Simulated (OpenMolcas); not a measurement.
[AlH4]− (SMILES [AlH4-]): name the method

The species is [AlH4]− (5 atoms), meant as a singlet with charge -1. As SMILES, `[AlH4-]`. The shape comes from GFN2-xTB, which is rough for such elements, and wasn't checked as a minimum.

| atom | x (Å) | y (Å) | z (Å) |
| --- | --- | --- | --- |
| Al | 0.0000 | 0.0001 | -0.0011 |
| H | 1.4435 | -0.5043 | 0.5564 |
| H | -1.1830 | -0.6045 | 0.9391 |
| H | -0.2038 | -0.5171 | -1.5307 |
| H | -0.0567 | 1.6259 | 0.0362 |

Orbital energies are those of the mean-field step.

A calculation with OpenMolcas 26.06 gave:

```yaml
total_energy: -241.1472 Eh
HOMO_energy: -1.39 eV
LUMO_energy: 22.04 eV
HOMO–LUMO_gap: 23.42 eV
largest_force: 2.228 eV/Å
```

Q: Which of these levels gave the numbers?
A. HF/aug-cc-pVTZ (Cholesky decomposition)
B. HF/STO-3G
C. MP2/cc-pVDZ-DK (DKH2)
D. BMK/pcseg-2 (Cholesky decomposition, C-PCM acetonitrile)

A: B. The others give -244.2483 Eh (HF/aug-cc-pVTZ (Cholesky decomposition)), -244.9888 Eh (BMK/pcseg-2 (Cholesky decomposition, C-PCM acetonitrile)), -244.7692 Eh (MP2/cc-pVDZ-DK (DKH2)).
